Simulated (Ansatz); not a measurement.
**One shape, several levels: BH2 (SMILES [BH2])**

We compute a comparison of 5 runs (UCAM-B3LYP/3-21G, UHSE06/6-311G**, RPA@PBE/3-21G, UCCSDT(Q)/3-21G, UCCSDT/3-21G) of BH2. 

Program for the calculation: Ansatz 0.2.0.

58 further runs of the same task are left out: 58 set aside as unsound or not needed.

## (1) The structure to begin with

BH2 has 3 atoms, charge 0, and is taken as a doublet. SMILES: `[BH2]`. The H3–B1 distance was set to 1.739 Å, away from the relaxed value. At this shape a bond of the SMILES string is far longer than usual.

Bond lengths: B1–H2 1.159 Å. A long bond or contact: B1–H3 1.739 Å.

## (2) A single-point energy at UCAM-B3LYP/3-21G (run 1)

Input file job.yaml:

```yaml
basis:
  gaussian:
    orbitals: 3-21G.json
crystal:
  periodic: [false, false, false]
  atoms:
    - symbol: B
      position_ang: [0.665722, 0.160226, 0.387796]
    - symbol: H
      position_ang: [0.682902, 1.311776, 0.520136]
    - symbol: H
      position_ang: [-0.542860, -0.819090, -0.389630]
magnetization:
  spin_polarized: true
  initial_magnetization: 1
hamiltonian:
  xc: {name: CAM-B3LYP}
accuracy: high
```

The basis set 3-21G is read from a file made from the Basis Set Exchange's data (not shown).

Run with:

```bash
$ ansatz run job.yaml --threads 1 --pin off --max-ram 2610MiB --events-out events.jsonl --progress --plain --runs-dir runs
```

What it wrote:

```text
Warning: RAYON_NUM_THREADS=1 ignored (pool sized by the plan → 1); use --threads N
Functional definition: CAM-B3LYP
  name "CAM-B3LYP"
  parameter alpha = 0.19
  parameter beta = 0.46
  parameter omega = 0.33/bohr
  parameter ac = 0.81
  exchange = (1 - alpha - beta)*b88_x + beta*b88_x_sr(omega) + alpha*exact_x + beta*exact_x_lr(omega)
  correlation = (1 - ac)*vwn5_c + ac*lyp_c
249 factors; integrals over basis functions are off by at most 3.4e-9 eV
130 factors; integrals over basis functions are off by at most 1.2e-9 eV
mean field evaluation 1: about -699.0053 eV, gradient 3.4e0 eV
mean field evaluation 2: about -699.2093 eV, gradient 1.3e0 eV
mean field evaluation 4: about -699.2502 eV, gradient 2.0e-1 eV
mean field evaluation 8: about -699.2410 eV, gradient 1.5e-2 eV
mean field evaluation 16: about -699.2411 eV, gradient 4.2e-6 eV
mean field -699.24105858 eV, -25.6966349401 hartree, gradient 5.5e-8 eV, S^2 0.750819; 1 other end points of the search recorded, 0 dependent functions left out
reference -699.24107053 eV, -25.6966353794 hartree; 4, 3 occupied and 9, 10 virtual orbitals, 249 factors
Total energy: -699.24107053 eV, -25.6966353794 hartree
```

Run time: 0.91 s. Hardware: 1 thread of Arm Neoverse V1, shared host.

## (3) A single-point energy at UHSE06/6-311G(d,p) (run 2)

Input file job.yaml:

```yaml
basis:
  gaussian: {orbitals: 6-311G_st__st_.json}
crystal:
  periodic: [false, false, false]
  atoms:
    - symbol: B
      position_ang: [0.665722, 0.160226, 0.387796]
    - symbol: H
      position_ang: [0.682902, 1.311776, 0.520136]
    - symbol: H
      position_ang: [-0.542860, -0.819090, -0.389630]
magnetization: {spin_polarized: true, initial_magnetization: 1}
hamiltonian: {xc: {name: HSE06}}
accuracy: high
```

The basis set 6-311G** is read from a file made from the Basis Set Exchange's data (not shown).

Run with:

```bash
$ ansatz run job.yaml --threads 1 --pin off --max-ram 2610MiB --events-out events.jsonl --progress --plain --runs-dir runs
```

What it wrote:

```text
Warning: RAYON_NUM_THREADS=1 ignored (pool sized by the plan → 1); use --threads N
Functional definition: HSE06
  name "HSE06"
  parameter a = 0.25
  parameter omega = 0.11/bohr
  exchange = pbe_x - a*pbe_x_sr(omega) + a*exact_x_sr(omega)
  correlation = pbe_c
536 factors; integrals over basis functions are off by at most 3.5e-9 eV
60 factors; integrals over basis functions are off by at most 2.1e-9 eV
mean field evaluation 1: about -702.5812 eV, gradient 5.3e0 eV
mean field evaluation 2: about -702.7971 eV, gradient 2.0e0 eV
mean field evaluation 4: about -702.8383 eV, gradient 1.8e-1 eV
mean field evaluation 8: about -702.8377 eV, gradient 7.5e-3 eV
mean field evaluation 16: about -702.8377 eV, gradient 5.1e-7 eV
mean field -702.83769251 eV, -25.8288087992 hartree, gradient 2.6e-8 eV, S^2 0.751688; 0 other end points of the search recorded, 0 dependent functions left out
reference -702.83769521 eV, -25.8288088984 hartree; 4, 3 occupied and 26, 27 virtual orbitals, 536 factors
Total energy: -702.83769521 eV, -25.8288088984 hartree
```

Wall time 1.2 s (1 thread of Arm Neoverse V1, shared host); peak memory 0.093 GiB.

Runs 3 to 4 aren't shown in full; the table further down has their settings and results.

## (4) The energy at UCCSDT/3-21G (run 5)

Input file molecule.yaml:

```yaml
crystal:
  periodic: [false, false, false]
  atoms:
    - {symbol: B, position_ang: [0.665722, 0.160226, 0.387796]}
    - {symbol: H, position_ang: [0.682902, 1.311776, 0.520136]}
    - {symbol: H, position_ang: [-0.542860, -0.819090, -0.389630]}
basis:
  gaussian: {orbitals: 3-21G.json}
accuracy: high
correlation: {method: ccsdt, frozen_orbitals: {B: 1, H: 0}}
scf: {omitted_lower_state_checks: [cluster_reference, increment]}
magnetization: {spin_polarized: true, initial_magnetization: 1}
```

The basis set 3-21G is read from a file made from the Basis Set Exchange's data (not shown).

Run with:

```bash
$ ansatz run molecule.yaml --threads 1 --pin off --max-ram 2610MiB --events-out events.jsonl --progress --plain --runs-dir runs
```

What it wrote, shortened:

```text
Warning: RAYON_NUM_THREADS=1 ignored (pool sized by the plan → 1); use --threads N
Functional definition: HF
  name "HF"
[...]
249 factors; integrals over basis functions are off by at most 3.4e-9 eV
[...]
mean field -694.87355487 eV, -25.5361321392 hartree, gradient 1.1e-8 eV, S^2 0.751443; 4 other end points of the search recorded, 0 dependent functions left out
1 core orbitals not correlated: weight in the atoms' cores, before any rotation towards them, 1.000 or more for the frozen orbitals, at most 0.000 for the correlated occupied ones
reference -694.87355487 eV, -25.5361321392 hartree; 3, 2 occupied and 9, 10 virtual orbitals, 249 factors
second order -1.19109340 eV of doubles, -0.00000000 eV of singles
cycle   1  -1.52106359 eV  change   -3.3e-1 eV  update   5.8e-2
[...]
cycle  25  -1.79377185 eV  change  -4.1e-10 eV  update  5.2e-10
Total energy: -696.66732672 eV, -25.6020520388 hartree
Checks for a lower state left out: cluster_reference, increment
```

Wall time 0.66 s (1 thread of Arm Neoverse V1, shared host).

## (5) Overview of the runs

```csv
run,level,frozen core orbitals,energy (Eh),⟨S²⟩,wall time
1,UCAM-B3LYP/3-21G,–,-25.696635,0.751,0.91 s
2,UHSE06/6-311G**,–,-25.828809,0.752,1.2 s
3,RPA@PBE/3-21G,1,-25.643705,0.750,0.83 s
4,UCCSDT(Q)/3-21G,1,-25.602066,0.751,1.1 s
5,UCCSDT/3-21G,1,-25.602052,0.751,0.66 s
```

## (6) Outcome

| quantity | value |
| --- | --- |
| run 5: total energy | -25.60205 Eh |
| run 5: correlation energy (1 core orbital frozen) | -65.9 mEh |
| run 5: ⟨S²⟩ of the reference determinant | 0.751 |
| run 5: T1 diagnostic | 0.013 |

**Reading.** Totals of different functionals can't be ranked against each other. All runs together took 4.7 s, the longest 1.2 s.
